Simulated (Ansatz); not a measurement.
**A basis-limit estimate, worked out**

The pair of OH⁻ (SMILES [OH-], atoms 1–2) and CO (SMILES [C-]#[O+], atoms 3–4), both closed shells, in one local arrangement (a lower one may exist), relaxed at PBE0-D4/def2-TZVPD:

O1  (0.526, -0.178, -0.745)
H2  (-0.365, 0.123, -1.026)
C3  (0.464, -0.157, 0.675)
O4  (-0.625, 0.212, 1.096)
(Å)

Both fragments are computed in the basis of the whole pair.

Computed with Ansatz 0.2.0 (basis: def2-TZVPPD and def2-QZVPPD); correlated methods freeze the cores.

Energies in eV:

| quantity | pair | first fragment | second fragment |
| --- | --- | --- | --- |
| Hartree–Fock, triple zeta (X = 3) | -5121.76719 | -2052.12711 | -3068.25983 |
| Hartree–Fock, quadruple zeta (X = 4) | -5121.97290 | -2052.20068 | -3068.37518 |
| MP2 correlation, X = 3 | -17.50121 | -7.83355 | -10.13326 |
| MP2 correlation, X = 4 | -18.76795 | -8.34464 | -10.79420 |
| CCSD(T) correlation, X = 3 | -18.34366 | -8.03237 | -10.64744 |

Q: Work out the interaction energy at the basis limit: extrapolate Hartree–Fock as E(X) = E∞ + A exp(−7.88 √X) and the MP2 correlation as E(X) = E∞ + B X^−2.97 (the exponents that Neese and Valeev fitted for def2-TZVPP and QZVPP, reused here for the diffuse sets), then add CCSD(T) − MP2 in triple zeta.

A: Each step is linear, so take the differences first (pair − first fragment − second fragment): Hartree–Fock -1.38025 (X = 3) and -1.39704 (X = 4); MP2 correlation 0.46560 and 0.37089; CCSD(T) correlation 0.33615.
Two points give E∞ = E(4) + w [E(4) − E(3)], with w = 1/(exp(7.88 (2 − √3)) − 1) = 0.1377 for Hartree–Fock and w = 1/((4/3)^2.97 − 1) = 0.7407 for the correlation.
Hartree–Fock: -1.39704 + 0.1377 × (-0.01679) = -1.3994 eV.
MP2 correlation: 0.37089 + 0.7407 × (-0.09471) = 0.3007 eV.
CCSD(T) − MP2: 0.33615 − 0.46560 = -0.1295 eV.
Sum: -1.3994 + 0.3007 + (-0.1295) = -1.2282 eV, or -28.32 kcal/mol. Plain CCSD(T) in triple zeta gives -1.0441 eV, so the larger basis shifts the result by -0.1841 eV.

No T1 diagnostic of these runs exceeds 0.027.

For scale, one of the runs: CCSD(T)/def2-TZVPPD, 134 basis functions, launched by `ansatz run in.yaml --threads 2 --pin off --events-out ev --progress --plain --max-ram 5222MiB`. The run took 9.5 s on 2 CPU threads of an Arm Neoverse V1 (shared host), with 0.74 GiB of host memory at its peak.
